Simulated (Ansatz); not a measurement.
System: C$_{4}$H$_{5}$, charge 0, doublet. C4H5 (SMILES [CH]1[C@@H]2C[C@H]12, doublet).
B3LYP-D3(BJ)/def2-TZVP minimum from Ansatz (a first-principles code):
```
C
H 1 1.0800
C 1 1.4541 2 129.43
H 3 1.0820 1 125.05 2 3.66
C 3 1.4541 4 125.05 1 81.77
H 5 1.0800 3 129.43 4 -3.66
C 1 1.4962 2 126.14 3 -149.89
H 7 1.0852 1 117.05 2 6.32
H 7 1.0866 8 114.57 1 144.21
```
Charge 0, spin multiplicity 2.

Total energies in cc-pVDZ, 21 correlated electrons, 4 frozen orbitals. UHF or UKS for unpaired electrons; spin-orbit terms are left out. Cores are frozen in correlated methods. No relativity.

| method | program | energy (Eh) | minus CCSDT(Q) (mEh) |
|---|---|---|---|
| HF | Ansatz | -154.24890 | 581.33 |
| MP2 | Ansatz | -154.77045 | 59.77 |
| CCSD | Ansatz | -154.80709 | 23.13 |
| CCSD(T) | Ansatz | -154.82809 | 2.13 |
| CCSDT(Q) | Ansatz | -154.83023 | 0.00 |

Rough core times of Ansatz's runs on a shared machine: CCSD(T) under 20 s, CCSDT(Q) 30 min.
